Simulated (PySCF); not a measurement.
Species: C₆H₈.
Structure used (PBE0-D3(BJ)/def2-SVP), in Å, numbered top down from 1:
```
atom  x, y, z in Å
C1     2.2997    1.3834    0.0932
C2     1.5018    0.5236    0.4007
C3     0.5570   -0.4927    0.7746
C4     0.0204   -1.4604   -0.2590
C5    -0.8873   -0.4214    0.3119
C6    -1.3753    0.7303   -0.5218
H7     3.0093    2.1428   -0.1768
H8     0.7175   -0.9017    1.7778
H9     0.3676   -1.3205   -1.2862
H10   -0.1010   -2.5028    0.0455
H11   -1.6039   -0.7799    1.0587
H12   -0.6044    1.0602   -1.2333
H13   -1.6345    1.5946    0.1091
H14   -2.2716    0.4460   -1.0947
```

Method: PySCF 2.14.0, density-fitted response routines, TDDFT PBE0/def2-SVPD, vertical, gas phase, core orbitals frozen in the response.

Q: List the vertical singlet excitations with oscillator strengths and describe the spectrum.

A: 

```csv
state,E (eV),λ (nm),f,"main configurations (H = HOMO, L = LUMO)"
S1,6.11,203.0,0.0007,"H→L (69%), H→L+2 (12%)"
S2,6.53,189.8,0.017,"H→L+1 (43%), H-1→L (34%)"
S3,6.70,185.0,0.0028,"H-1→L+1 (75%), H-1→L+2 (9%)"
S4,7.03,176.3,0.023,"H→L+2 (65%), H→L (19%)"
S5,7.38,168.1,0.061,"H-1→L (44%), H-1→L+2 (31%)"
S6,7.49,165.6,0.015,"H→L+4 (52%), H→L+3 (16%), H→L+5 (10%)"
S7,7.67,161.7,0.049,"H→L+3 (46%), H-1→L+2 (13%), H→L+4 (12%)"
S8,7.74,160.2,0.046,"H→L+3 (23%), H-1→L+2 (21%), H-1→L+4 (15%)"
S9,7.84,158.2,0.0064,"H→L+5 (68%), H→L+3 (11%)"
S10,8.09,153.3,0.0058,"H-1→L+3 (59%), H-1→L+4 (20%)"
```

Triplets (Tamm–Dancoff): T1 5.11 eV, H→L+1 (45%), H-1→L (16%); T2 5.55 eV, H→L (44%), H-1→L+1 (15%), H→L+2 (11%); T3 5.62 eV, H-1→L (30%), H→L+1 (28%), H-1→L+2 (8%); T4 6.35 eV, H-1→L+1 (58%), H→L (22%).

The lowest singlet comes at 203 nm (589 kJ/mol) in the ultraviolet; it is very weak; its leading configuration is HOMO→LUMO (69%). The most intense listed level is S5 at 7.38 eV (168 nm, f = 0.061), 1.27 eV above S1. Löwdin shares by element: HOMO carbon 83% or more (atoms not listed hold the other 17%); LUMO carbon 36% or more, hydrogen 13% or more (atoms not listed hold the other 51%). Weighted by f, the mean energy of these states is 7.44 eV. The oscillator strengths of these states sum to 0.226; summed over the whole spectrum of an exact calculation they would give the number of electrons, 44 (Thomas–Reiche–Kuhn). Of the 10 states listed, 6 reach f = 0.01 and none stays under 0.0005. The vertical ionisation energy (ΔSCF) is 9.17 eV, 1.08 eV above S10. The window holds the lowest 10 singlets.
